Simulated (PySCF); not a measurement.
COS, SMILES O=C=S. Geometry: B3LYP-D3(BJ)/def2-TZVP.

TDA-LC-ωPBE/def2-TZVPD run with PySCF puts the lowest singlet excitations at 5.47, 5.75, 5.75, 7.83, 7.83, 8.51 eV.

**Question.** What are the lowest excitation roots from ADC(2)/aug-cc-pVDZ (PySCF 2.14.0)? (Estimate from the structure and the level; the computed values follow.)

**Answer.** 6.02, 6.08, 6.08, 7.40, 7.40, 7.86 eV. S1 differs by 0.55 eV (second minus first; roots are paired by order, and the bases may differ).
